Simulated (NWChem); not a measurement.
A series in which one site is exchanged, each optimised at PBE0/def2-SVP with NWChem, gas phase unless a solvent is named. Some are not confirmed as minima by frequencies. def2 effective core potentials on Bi; no spin-orbit coupling.

A: [AsH3] (AsH₃; site = As)
B: [BiH3] (BiH3; site = Bi)
C: N (NH₃; site = N)
D: P (PH3; site = P)

Values for A:

- dipole (D), PBE0/def2-SVP = 0.51
- orbital gap (eV), PBE0/def2-SVP = 8.60
- vertical ionisation energy, ΔSCF, PBE/def2-SVP (eV) = 10.37
- vertical ionisation energy, ΔSCF, B3LYP/def2-SVP (eV) = 10.50
- static polarisability, B3LYP/def2-SVPD (bohr³) = 34.9

Question: How do these values change for the other members?

Answer: 
| change from A | B | C | D |
|---|---|---|---|
| dipole (D), PBE0/def2-SVP | +0.48 | +1.28 | +0.40 |
| orbital gap (eV), PBE0/def2-SVP | -0.94 | +0.50 | +0.42 |
| vertical ionisation energy, ΔSCF, PBE/def2-SVP (eV) | -0.43 | +0.34 | +0.09 |
| vertical ionisation energy, ΔSCF, B3LYP/def2-SVP (eV) | -0.41 | +0.26 | +0.07 |
| static polarisability, B3LYP/def2-SVPD (bohr³) | +16.5 | -21.3 | -5.0 |
